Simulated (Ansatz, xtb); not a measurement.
**Relative energy of two isomers of C2H4N−**

Structure I is `CC=[N-]`, a singlet and structure II is `C=N[CH2-]`, a singlet. Both are isolated ions in the gas phase, relaxed with r2SCAN-D4/def2-SVPD; the shapes shown needn't be the lowest conformers.

I (Å):

```xyz
7

C     0.1942    1.2317   -0.1775
C     0.9578    2.5771   -0.1868
N     0.4851    3.7152   -0.3135
H    -0.8869    1.4108   -0.3036
H     0.5530    0.5656   -0.9901
H     0.3671    0.6833    0.7723
H     2.0997    2.3220   -0.0484
```

II (Å):

```xyz
7

C    -0.3441    1.0431   -0.3469
C     1.3992    2.5888    0.0704
N     0.2979    1.9322    0.3906
H    -1.2536    0.5695    0.0432
H     0.0019    0.7481   -1.3630
H     1.9175    2.4467   -0.9045
H     1.8307    3.3042    0.7816
```

Quicker runs give these differences E(II) − E(I): GFN2-xTB −5.5 kcal/mol; HF/STO-3G +9.3 kcal/mol (at GFN2-xTB geometries); r2SCAN-D4/def2-SVPD//GFN2-xTB +3.1 kcal/mol.

Problem. Estimate which is lower in electronic energy at CCSD(T)/def2-SVPD + ΔMP2/def2-TZVPPD, and by roughly how much.

Solution. The CCSD(T)/def2-SVPD + ΔMP2/def2-TZVPPD calculation puts structure I lower, by 10.6 kcal/mol.

Level by level:

```json
{"level": "GFN2-xTB", "geometry": "GFN2-xTB", "E(II) − E(I) (kcal/mol)": "−5.5", "departure from the last row (kcal/mol)": "−16.1", "job, with rough time for the two": "optimisation, 0.23 s"}
{"level": "HF/STO-3G", "geometry": "GFN2-xTB", "E(II) − E(I) (kcal/mol)": "+9.3", "departure from the last row (kcal/mol)": "−1.3", "job, with rough time for the two": "single point, 0.41 s"}
{"level": "r2SCAN-D4/def2-SVPD//GFN2-xTB", "geometry": "GFN2-xTB", "E(II) − E(I) (kcal/mol)": "+3.1", "departure from the last row (kcal/mol)": "−7.5", "job, with rough time for the two": "single point, 5.8 s"}
{"level": "r2SCAN-D4/def2-SVPD", "geometry": "r2SCAN-D4/def2-SVPD", "E(II) − E(I) (kcal/mol)": "+3.8", "departure from the last row (kcal/mol)": "−6.8", "job, with rough time for the two": "optimisation, 47 s"}
{"level": "HF/def2-SVPD", "geometry": "r2SCAN-D4/def2-SVPD", "E(II) − E(I) (kcal/mol)": "+12.0", "departure from the last row (kcal/mol)": "+1.4", "job, with rough time for the two": "part of the CCSD(T) run"}
{"level": "MP2/def2-SVPD", "geometry": "r2SCAN-D4/def2-SVPD", "E(II) − E(I) (kcal/mol)": "+7.1", "departure from the last row (kcal/mol)": "−3.5", "job, with rough time for the two": "part of the CCSD(T) run"}
{"level": "CCSD(T)/def2-SVPD", "geometry": "r2SCAN-D4/def2-SVPD", "E(II) − E(I) (kcal/mol)": "+9.1", "departure from the last row (kcal/mol)": "−1.5", "job, with rough time for the two": "single point"}
{"level": "CCSD(T)/def2-SVPD + ΔMP2/def2-TZVPPD", "geometry": "r2SCAN-D4/def2-SVPD", "E(II) − E(I) (kcal/mol)": "+10.6", "departure from the last row (kcal/mol)": "", "job, with rough time for the two": "single point, 42 s"}
```

As drawn, II has 1 C–N in place of 1 C–C.

GFN2-xTB puts the two in the other order. The largest departure from CCSD(T)/def2-SVPD + ΔMP2/def2-TZVPPD is that of GFN2-xTB, 16.1 kcal/mol. The last row adds to CCSD(T) the change of the MP2 difference between the two basis sets, here +1.5 kcal/mol.

With harmonic frequencies from r2SCAN-D4/def2-SVPD (ideal gas, rigid rotor, one conformer each, 400 K, 1 atm): on the last row, ΔE + ΔZPE = +10.3, ΔH = +10.6, ΔG = +11.0 kcal/mol.

The T1 diagnostic of structure I is large, so the coupled-cluster value is less sure. The correlated steps freeze 3 core orbitals. Codes used: Ansatz 0.2.0, xtb 6.7.1; the last row on 1 thread of AMD EPYC (Zen 3) on a shared host.
